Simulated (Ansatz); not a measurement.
Yttrium, hcp: convergence with Fermi-Dirac smearing

Computed with Ansatz, PBE, scalar-relativistic PAW, on the relaxed cell (a = 3.654 Å, c = 5.699 Å (c/a = 1.560); spin not included). Errors count from a run at 420 eV on a Γ-centred 16×16×9 mesh with Fermi-Dirac smearing of 0.1 eV, extrapolated to zero width. Fixed here: cutoff 420 eV, mesh 10×10×6. The SCF starts from atomic densities corrected by a trained network.

| width (eV) | E(σ→0) error (meV/atom) | F error (meV/atom) | P (GPa) | SCF iterations |
| --- | --- | --- | --- | --- |
| 0.01 | -1.9 | -2.0 | -0.18 | 6 |
| 0.03 | -1.5 | -3.7 | -0.16 | 6 |
| 0.1 | -0.6 | -30.7 | -0.01 | 6 |
| 0.2 | -9.1 | -114.0 | 0.29 | 6 |
| 0.3 | -19.3 | -239.8 | 0.74 | 6 |
| 0.6 | -66.5 | -866.8 | 2.65 | 6 |

Q: What does the run at 1.0 give (width)?

A: E(σ→0) error (meV/atom): -268.2; F error (meV/atom): -2180.0; P (GPa): 5.53; SCF iterations: 6.
